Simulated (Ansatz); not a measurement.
The cluster P₅⁺. The state is a triplet with charge 1. Geometry B3LYP-D4/def2-SVP; atoms count from 1.

```xyz
5

P    -1.0216    0.9776   -0.5944
P     1.2358    0.7837   -0.6202
P     0.1785    0.6472    1.3802
P     0.7345   -1.4153   -0.6842
P    -1.1272   -0.9932    0.5186
```

At PBE0-D4/def2-TZVP a singlet of charge 1 lies 1.49 eV below the triplet, each at its own geometry. The structure comes from a short search, and lower isomers may exist.

(1) Estimate the Mulliken populations from the PBE0/def2-TZVP orbitals of Ansatz.

(2) Where does the spin sit?

(3) And the Mayer bond orders between heavy atoms (over 0.3)?

Results:

(1) 
```json
{"atom": "P1", "charge (e)": "0.22", "spin (α − β)": "0.33"}
{"atom": "P2", "charge (e)": "0.17", "spin (α − β)": "0.08"}
{"atom": "P3", "charge (e)": "0.22", "spin (α − β)": "0.33"}
{"atom": "P4", "charge (e)": "0.21", "spin (α − β)": "1.18"}
{"atom": "P5", "charge (e)": "0.17", "spin (α − β)": "0.08"}
```
Mulliken values depend strongly on the basis.

(2) Summed by element: P 2.00, of 2 unpaired in all. Largest on single atoms: P4 1.18, P3 0.33, P1 0.33.

(3) P1–P2 0.97 (2.27 Å); P1–P3 0.87 (2.33 Å); P1–P5 0.97 (2.27 Å); P2–P3 0.97 (2.27 Å); P2–P4 1.00 (2.26 Å); P3–P5 0.97 (2.27 Å); P4–P5 1.00 (2.26 Å).
